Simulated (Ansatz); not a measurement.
# C2H4N− (SMILES C=[C-]N): functionals against CCSD(T) at one geometry

The task here is to estimate one member of a computed series from the others.

The runs use Ansatz 0.2.0, Gaussian basis; single points in def2-TZVPPD.

Correlated methods freeze the cores.

### The starting structure

SMILES `C=[C-]N`, 7 atoms, charge -1, spin multiplicity 1.

Atoms are counted from 1 here; the program's logs count them from 0.

Bond lengths: C1–C2 1.381 Å, C1–H4 1.034 Å, C1–H5 1.136 Å, C2–N3 1.430 Å, N3–H6 1.076 Å, N3–H7 1.004 Å. Angles: C2–C1–H4 119.4°, C2–C1–H5 125.5°, H4–C1–H5 114.7°, C1–C2–N3 113.5°, C2–N3–H6 115.3°, C2–N3–H7 109.4°, H6–N3–H7 108.7°.

Coordinates:

```
C    -0.9769    0.1368   -0.4703
C     0.0769   -0.7524   -0.3937
N     1.2214   -0.2241    0.2821
H    -1.8108   -0.1101   -1.0305
H    -0.9836    1.1907   -0.0471
H     1.0714    0.7226    0.7705
H     1.5450   -0.8892    0.9603
```

The first run:

run/in.yaml

```yaml
crystal:
  periodic: [false, false, false]
  atoms:
    - {symbol: C, position_ang: [-0.976900, 0.136800, -0.470300]}
    - {symbol: C, position_ang: [0.076900, -0.752400, -0.393700]}
    - {symbol: N, position_ang: [1.221400, -0.224100, 0.282100]}
    - {symbol: H, position_ang: [-1.810800, -0.110100, -1.030500]}
    - {symbol: H, position_ang: [-0.983600, 1.190700, -0.047100]}
    - {symbol: H, position_ang: [1.071400, 0.722600, 0.770500]}
    - {symbol: H, position_ang: [1.545000, -0.889200, 0.960300]}
basis:
  gaussian: {orbitals: "def2-TZVPPD.json"}
total_charge: -1
correlation: {method: ccsd_t}
output: {forces: true}
```

The basis file named in the input lies beside it (Basis Set Exchange, JSON).

The command line of these runs was not kept.

Among the steps run: CCSD(T)/def2-TZVPPD; PBE0-D4/def2-TZVPPD; wB97M-V/def2-TZVPPD; r2SCAN-D4/def2-TZVPPD; PBE-D4/def2-TZVPPD; BLYP-D4/def2-TZVPPD; B97M-V/def2-TZVPPD.

One of the session's tables, all rows but one given; the rest of the session is left out.

| method | RMS force component (eV/Å) | angle to CCSD(T) forces (°) |
| --- | --- | --- |
| CCSD(T) | 0.861 | reference |
| PBE0-D4 | 0.940 | 15.7 |
| wB97M-V | 0.945 | 9.9 |
| r2SCAN-D4 | 0.876 | 15.2 |
| PBE-D4 | 0.861 | 19.9 |
| BLYP-D4 | 0.816 | 17.1 |
| B97M-V | ? | ? |

**Question.** Estimate the row for B97M-V.

**Answer.** RMS force component (eV/Å): 0.902; angle to CCSD(T) forces (°): 18.0. In the column «RMS force component (eV/Å)» it lies between r2SCAN-D4 (0.876) and PBE0-D4 (0.940).

Limits of these values: The anion's highest level is positive in at least one run, so there the basis alone may hold the extra electron.
